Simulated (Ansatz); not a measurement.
**One shape, several levels: quartet AlNH2F**

We compute a comparison of 6 runs (UHF/STO-3G, U-wB97X/STO-3G, UBLYP/STO-3G, RPA@PBE/STO-3G, UCCSD/STO-3G, FCI/STO-3G) of quartet AlNH2F. 

The results are computed with Ansatz 0.2.0.

62 further runs of the same task are left out: 3 that didn't finish, 59 set aside as unsound or not needed.

### Step 1. The molecule

AlNH2F: 5 atoms, total charge 0, spin state quartet. As SMILES of the parent species, `[NH2][Al][F]`. The coordinates come from a PBE0-D4/def2-TZVP relaxation. This is one conformer, not always the lowest. That shape belongs to the parent species and isn't relaxed for this state.

Bond lengths: N1–Al2 1.765 Å, Al2–F3 1.658 Å, N1–H4 1.007 Å, N1–H5 1.009 Å. Angles: N1–Al2–F3 117.4°, Al2–N1–H4 124.8°, Al2–N1–H5 124.2°, H4–N1–H5 111.0°.

### Step 2. The energy at UHF/STO-3G (run 1)

run.yaml

```yaml
crystal:
  periodic: [false, false, false]
  atoms:
    - {symbol: "N", position_ang: [-0.384700, 0.499000, -0.263800]}
    - {symbol: Al, position_ang: [0.632000, -0.282800, 0.949500]}
    - {symbol: F, position_ang: [1.228700, -1.786800, 0.590000]}
    - {symbol: H, position_ang: [-0.804300, 1.408300, -0.162700]}
    - {symbol: H, position_ang: [-0.621700, 0.088600, -1.154400]}
basis:
  gaussian: {orbitals: STO-3G}
magnetization: {spin_polarized: true, initial_magnetization: 3}
hamiltonian: {xc: hf}
accuracy: high
```

Run with:

```sh
$ ansatz run run.yaml --threads 1 --pin off --max-ram 2610MiB --events-out events.jsonl --progress --plain --runs-dir runs
```

Output:

```text
Warning: RAYON_NUM_THREADS=1 ignored (pool sized by the plan → 1); use --threads N
Functional definition: HF
  name "HF"
  exchange = exact_x
  correlation = 0
378 factors; integrals over basis functions are off by at most 3.4e-8 eV
mean field evaluation 1: about -10656.2415 eV, gradient 1.5e1 eV
mean field evaluation 2: about -10656.3194 eV, gradient 1.5e1 eV
mean field evaluation 4: about -10658.7674 eV, gradient 1.8e0 eV
mean field evaluation 8: about -10658.8334 eV, gradient 2.9e-4 eV
mean field evaluation 16: about -10657.5566 eV, gradient 5.5e0 eV
mean field evaluation 32: about -10656.8333 eV, gradient 9.0e-1 eV
mean field -10658.83162642 eV, -391.7048374555 hartree, gradient 2.5e-8 eV, S^2 3.758935; 2 other end points of the search recorded, 0 dependent functions left out
reference -10658.83162642 eV, -391.7048374555 hartree; 17, 14 occupied and 4, 7 virtual orbitals, 378 factors
Total energy: -10658.83162642 eV, -391.7048374555 hartree
```

Run time: 0.24 s. Hardware: 1 thread of Arm Neoverse V1, shared host.

### Step 3. The energy at U-wB97X/STO-3G (run 2)

run.yaml

```yaml
crystal:
  periodic: [false, false, false]
  atoms:
    - symbol: "N"
      position_ang: [-0.384700, 0.499000, -0.263800]
    - symbol: Al
      position_ang: [0.632000, -0.282800, 0.949500]
    - symbol: F
      position_ang: [1.228700, -1.786800, 0.590000]
    - symbol: H
      position_ang: [-0.804300, 1.408300, -0.162700]
    - symbol: H
      position_ang: [-0.621700, 0.088600, -1.154400]
basis:
  gaussian: {orbitals: STO-3G}
magnetization: {spin_polarized: true, initial_magnetization: 3}
hamiltonian: {xc: {name: wB97X}}
accuracy: high
```

Run with:

```sh
$ ansatz run run.yaml --threads 1 --pin off --max-ram 2610MiB --events-out events.jsonl --progress --plain --runs-dir runs
```

Output, shortened:

```text
Warning: RAYON_NUM_THREADS=1 ignored (pool sized by the plan → 1); use --threads N
Functional definition: wB97X
  name "wB97X"
[...]
      + exact_x_lr(omega)
[...]
      + integral(e_c_pw_opposite_spin*poly(b97_u_opposite, 1, cos1, cos2, cos3, cos4))
378 factors; integrals over basis functions are off by at most 3.4e-8 eV
152 factors; integrals over basis functions are off by at most 6.5e-10 eV
[...]
mean field -10688.24946945 eV, -392.7859232467 hartree, gradient 5.0e-8 eV, S^2 3.751869; 2 other end points of the search recorded, 0 dependent functions left out
reference -10688.24946838 eV, -392.7859232072 hartree; 17, 14 occupied and 4, 7 virtual orbitals, 378 factors
Total energy: -10688.24946838 eV, -392.7859232072 hartree
```

It took 14 s on 1 thread of Arm Neoverse V1, shared host; peak memory 0.43 GiB.

Runs 3 to 5 aren't shown in full; the table further down has their settings and results.

### Step 4. The energy at FCI/STO-3G (run 6)

job.yaml

```yaml
crystal:
  periodic: [false, false, false]
  atoms:
    - {symbol: N, position_ang: [-0.384700, 0.499000, -0.263800]}
    - {symbol: Al, position_ang: [0.632000, -0.282800, 0.949500]}
    - {symbol: F, position_ang: [1.228700, -1.786800, 0.590000]}
    - {symbol: H, position_ang: [-0.804300, 1.408300, -0.162700]}
    - {symbol: H, position_ang: [-0.621700, 0.088600, -1.154400]}
basis:
  gaussian: {orbitals: STO-3G}
correlation: {method: fci, frozen_orbitals: {Al: 5, F: 1, H: 0, "N": 1}}
magnetization: {spin_polarized: true, initial_magnetization: 3}
accuracy: high
```

Run with:

```sh
$ ansatz run job.yaml --threads 1 --pin off --max-ram 2610MiB --events-out events.jsonl --progress --plain --runs-dir runs
```

Output:

```text
Warning: RAYON_NUM_THREADS=1 ignored (pool sized by the plan → 1); use --threads N
[... 4 set-up lines as earlier in the session ...]
378 factors; integrals over basis functions are off by at most 3.4e-8 eV
mean field evaluation 1: about -10656.2415 eV, gradient 1.5e1 eV
mean field evaluation 2: about -10656.3194 eV, gradient 1.5e1 eV
mean field evaluation 4: about -10658.7674 eV, gradient 1.8e0 eV
mean field evaluation 8: about -10658.8334 eV, gradient 2.9e-4 eV
mean field evaluation 16: about -10657.7362 eV, gradient 3.4e0 eV
mean field evaluation 32: about -10657.7412 eV, gradient 1.9e0 eV
mean field -10658.83162642 eV, -391.7048374555 hartree, gradient 2.5e-8 eV, S^2 3.758935; 6 other end points of the search recorded, 0 dependent functions left out
7 core orbitals not correlated: weight in the atoms' cores, before any rotation towards them, 1.000 or more for the frozen orbitals, at most 0.000 for the correlated occupied ones
reference -10658.74426906 eV, -391.7016271314 hartree; 10, 7 occupied and 4, 7 virtual orbitals, 378 factors
state -10661.03243430 eV, -391.7857156533 hartree
Total energy: -10661.03243430 eV, -391.7857156533 hartree
```

Run time: 65 s. Hardware: 1 thread of Arm Neoverse V1, shared host; peak memory 0.44 GiB.

### Step 5. The series

| run | level | frozen core orbitals | energy (Eh) | ⟨S²⟩ | wall time |
| --- | --- | --- | --- | --- | --- |
| 1 | UHF/STO-3G | – | -391.704837 | 3.759 | 0.24 s |
| 2 | U-wB97X/STO-3G | – | -392.785923 | 3.752 | 14 s |
| 3 | UBLYP/STO-3G | – | -392.751670 | 3.751 | 3.9 s |
| 4 | RPA@PBE/STO-3G | 7 | -391.893493 | 3.751 | 6.3 s |
| 5 | UCCSD/STO-3G | 7 | -391.782249 | 3.759 | 0.52 s |
| 6 | FCI/STO-3G | 7 | -391.785716 | – | 65 s |

### Step 6. What came out

| quantity | value |
| --- | --- |
| run 6: total energy | -391.78572 Eh |
| run 6: correlation energy (7 core orbitals frozen) | -84.1 mEh |

Against full CI in this basis: UHF +80.9 mEh; UCCSD +3.5 mEh. Totals of different functionals can't be ranked against each other. In runs 1, 2, 3, 4, 5, 6 the basis is minimal, so the values are rough. All runs together took 90 s, the longest 65 s.
